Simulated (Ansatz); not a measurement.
SiAsH3⁺ (H-bridged), doublet in cc-pVDZ: errors against UCCSDT(Q)

Geometry: that of the SiAsH3 (H-bridged), singlet, kept fixed.

```xyz
5

Si   -0.0418    0.0000    1.5269
As   -0.0034    0.0000   -0.6438
H     1.2924    0.0000    0.4670
H     0.0615    1.1927    2.4197
H     0.0615   -1.1927    2.4197
```

Basis cc-pVDZ; Ansatz 0.2.0. Only valence electrons are correlated (noble-gas cores and the filled d shells of p-block atoms frozen), which leaves 11 electrons in 41 orbitals. R marks a restricted (for open shells ROHF) determinant, U an unrestricted one. Active spaces: valence = (11e, 11o) chosen from the atoms' valence shells. No spin–orbit coupling is included, and no scalar relativity.

Full CI isn't at hand for all of this; UCCSDT(Q) serves as the reference, and is uncertain by about the last step of the cluster series. The frozen core follows each run's orbitals, which can shift R against U totals by a few meV for light atoms and by up to 0.1 eV past Ca.

- UHF ⟨S²⟩: 0.768
- T1 diagnostic (RCCSD): 0.0199
- largest doubles amplitude (RCCSD): 0.048
- T1 diagnostic (UCCSD): 0.0172

| level | E − E(UHF) (eV) |
| --- | --- |
| UMP2 | -4.7235 |
| UCCSD | -5.7747 |
| UCCSD(T) | -5.9595 |

(1) Estimate how far UCCSDT(Q) in cc-pVDZ lies from UCCSD(T). The table doesn't fix it; the size of (T) and the diagnostics are the guide.

(1) UCCSDT(Q) in cc-pVDZ lies 4.3 kJ/mol below UCCSD(T), which is 24 % of the (T) step (-17.8 kJ/mol). The diagnostics are small and the rest is a small part of (T), but (T) is large here. The miss exceeds 1 kcal/mol.

The other levels:

```csv
level,E − E(UCCSDT(Q)) (kJ/mol),wall time
UCCSDT,1.0,–
```

Run but not shown, since their state, orbitals or frozen core can't be matched to the reference's or they repeat it: RHF, RMP2, CISD, RCCSD, RCCSD(T), BCCD(T), RCCSDT, RCCSDT(Q), CASSCF (valence space), NEVPT2 (valence space), NEVPT4(SD) (valence space), MRCISD (valence space), MRCISD+Q (valence space).

Natural occupations of CASSCF (valence space) about the gap: 1.980 1.970 1.961 1.949 1.001 0.049 0.037 0.024 0.023 0.018; effectively unpaired electrons, Σ n²(2−n)², 1.04.
